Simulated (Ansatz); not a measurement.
Ansatz (an electronic-structure program) input (HF/STO-3G):

Ansatz 0.2 input:
```yaml
crystal:
  periodic: [false, false, false]
  atoms:
    - {symbol: H, position_ang: [0.02111205, -0.00143336, 2.12185248]}
    - {symbol: N, position_ang: [0.01112652, -0.00075541, 1.11826362]}
    - {symbol: C, position_ang: [0.00946073, 1.12191629, 0.33153769]}
    - {symbol: C, position_ang: [-0.00287711, -1.12236327, 0.33014438]}
    - {symbol: C, position_ang: [-0.00584339, 0.71143788, -0.97956154]}
    - {symbol: C, position_ang: [-0.01365831, -0.71011385, -0.98044408]}
    - {symbol: H, position_ang: [0.01917266, 2.10750118, 0.76352653]}
    - {symbol: H, position_ang: [-0.00400481, -2.10853097, 0.76090912]}
    - {symbol: H, position_ang: [-0.01087228, 1.35755136, -1.84125406]}
    - {symbol: H, position_ang: [-0.02578477, -1.35506260, -1.84293812]}
basis:
  gaussian:
    orbitals: STO-3G
hamiltonian:
  xc: {name: HF}
relax: {f_tol: 0.003, max_steps: 120}
```

**Question.** Predict the final energy.

**Answer.** -206.22712 Eh.
